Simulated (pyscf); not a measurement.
Thermochemistry of product channels of `[O]=[Al]` [doublet] + `[CH4]` on the doublet surface, in kJ/mol, from ωB97M-D3(BJ)/def2-TZVP energies (ideal gas, 1 atm, RRHO with modes under 100 cm⁻¹ raised to 100, one conformer, R ln 2 for rigid chiral ones). Optimised with ωB97X-D3(BJ)/def2-SVP in PySCF.

```
products                                      ΔE  ΔH(298 K)  ΔG(600 K)  ΔG(1200 K)
----------------------------------------  ------  ---------  ---------  ----------
`[CH3][Al]` [singlet] + `[OH]` [doublet]  +211.4     +200.4     +190.7      +175.4
`[CH3][AlH]` [doublet] + `[O]` [triplet]  +457.7     +441.4     +428.8      +406.9
```

These are energies of the channels, which say nothing of barriers. Left out: orbital degeneracy and the spin-orbit lowering of OH, O. The term symbol of open-shell O=Al was not checked; spin-orbit terms and orbital degeneracy are left out.
